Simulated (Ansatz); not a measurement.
Ansatz (a first-principles code) input (PBE/6-31G*):

Ansatz 0.2 input:
```yaml
crystal:
  periodic: [false, false, false]
  atoms:
    - {symbol: C, position_ang: [-0.00358972, 0.00080934, 0.26295365]}
    - {symbol: Cl, position_ang: [-0.00984441, 1.69003269, -0.03627790]}
    - {symbol: Cl, position_ang: [1.46912032, -0.83620564, -0.00831232]}
    - {symbol: Cl, position_ang: [-1.45800895, -0.85411270, -0.04821695]}
basis:
  gaussian:
    orbitals: 6-31G*
hamiltonian:
  xc: {name: PBE}
magnetization: {spin_polarized: true, initial_magnetization: 1}
relax: {f_tol: 0.003, max_steps: 120}
```

From the last part of the output:

```
relax step   3: F+E_penalty+E_count = -38585.17997266 eV  Δ(F+E_penalty+E_count) = -3.904e-3 eV  max|allowed force component| = 4.531e-2 eV/Å  Δτ_max = 0.0186 Å  (31 SCF iters, accepted)
these checks for a lower state are left out or cut short: starts, cluster_reference, orbital_swaps, neighbouring_geometries, increment
integrals: 0.02 GiB planned
840 factors; their error is unknown
mean field: 0.20 GiB planned
mean field -38585.18019302 eV, -1417.9792181191 hartree, gradient 1.2e-5 eV, S^2 0.752085; 0 other end points of the search recorded, 0 dependent functions left out
the calculation of the forces begins
reference -38585.18021606 eV, -1417.9792189656 hartree; 29, 28 occupied and 43, 44 virtual orbitals, 840 factors
relax step   4: F+E_penalty+E_count = -38585.18019302 eV  Δ(F+E_penalty+E_count) = -2.204e-4 eV  max|allowed force component| = 4.034e-3 eV/Å  Δτ_max = 0.0070 Å  (31 SCF iters, accepted)
these checks for a lower state are left out or cut short: starts, cluster_reference, orbital_swaps, neighbouring_geometries, increment
integrals: 0.02 GiB planned
840 factors; their error is unknown
mean field: 0.20 GiB planned
mean field -38585.18019489 eV, -1417.9792181877 hartree, gradient 5.8e-5 eV, S^2 0.752088; 0 other end points of the search recorded, 0 dependent functions left out
the calculation of the forces begins
reference -38585.18021793 eV, -1417.9792190342 hartree; 29, 28 occupied and 43, 44 virtual orbitals, 840 factors
relax step   5: F+E_penalty+E_count = -38585.18019489 eV  Δ(F+E_penalty+E_count) = -1.866e-6 eV  max|allowed force component| = 7.018e-4 eV/Å  Δτ_max = 0.0008 Å  (21 SCF iters, accepted)
integrals: 0.02 GiB planned
840 factors; their error is unknown
mean field: 0.20 GiB planned
mean field evaluation 64: about -38585.1802 eV, gradient 3.4e-5 eV
mean field -38585.18019489 eV, -1417.9792181877 hartree, gradient 5.8e-5 eV, S^2 0.752088; 1 other end points of the search recorded, 0 dependent functions left out
the calculation of the forces begins
reference -38585.18021793 eV, -1417.9792190342 hartree; 29, 28 occupied and 43, 44 virtual orbitals, 840 factors
Total energy: -38585.18021793 eV, -1417.9792190342 hartree
Atom 0 at    -0.003802     0.000855     0.278298 Å, force    -0.000001     0.000007     0.000702 eV/Å
Atom 1 at    -0.009847     1.703513    -0.041435 Å, force     0.000002    -0.000413    -0.000232 eV/Å
Atom 2 at     1.480923    -0.842889    -0.013246 Å, force    -0.000357     0.000200    -0.000239 eV/Å
Atom 3 at    -1.469597    -0.860955    -0.053470 Å, force     0.000356     0.000206    -0.000231 eV/Å
Dipole moment:     0.000781    -0.000169    -0.056574 e Å
```
